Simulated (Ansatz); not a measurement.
CaB6-type LaB6: PBE at its full settings (plane-wave cutoff 520 eV, 14×14×14 k mesh, Fermi–Dirac smearing 0.05 eV, scalar-relativistic PAW data made under PBE) and at cheaper ones, in a cell of 7 atoms with Γ-centred meshes.

```
level and setting                              lattice constant a (Å)  bulk modulus B0 (GPa)
---------------------------------------------  ----------------------  ---------------------
PBE (Ansatz)                                                    4.155                    174
PBE (200 eV cutoff) (Ansatz)                                    4.193                    194
PBE (250 eV cutoff) (Ansatz)                                    4.155                    175
PBE (300 eV cutoff) (Ansatz)                                    4.154                    177
PBE (Γ point alone) (Ansatz)                                    4.346                    111
PBE (2×2×2 k mesh) (Ansatz)                                     4.153                    174
PBE (4×4×4 k mesh) (Ansatz)                                     4.156                    173
PBE (6×6×6 k mesh) (Ansatz)                                     4.155                    174
PBE (Fermi-Dirac smearing of 0.3 eV) (Ansatz)                   4.159                    170
```

Largest shifts from the full settings: lattice constant a +4.60 % (PBE (Γ point alone)), against a difference of -0.05 % of the full result from the reference 4.157 Å (measured, 296 K, no zero-point or thermal correction; as tabulated in Tsubota and Kitagawa (2017), doi:10.1038/s41598-017-15766-y); bulk modulus -36 % (PBE (Γ point alone)), against a difference of +6.1 % of the full result from the reference 164 ± 2 GPa (measured, room temperature, not corrected to a static lattice, isothermal; as tabulated in LaB6 under pressure, Phys. Rev. B 80, 172104 (doi 10.1103/PhysRevB.80.172104)).

The full settings aren't shown to be converged themselves.

Ansatz's density-functional and Hartree–Fock values are scalar-relativistic unless marked +SOC, with PAW data made under PBE.

Run with cheap settings on purpose, which may leave them unconverged: PBE (200 eV cutoff), PBE (250 eV cutoff), PBE (2×2×2 k mesh), PBE (300 eV cutoff), PBE (4×4×4 k mesh), PBE (6×6×6 k mesh), PBE (Fermi-Dirac smearing of 0.3 eV), PBE (Γ point alone).

Ansatz is a first-principles code.
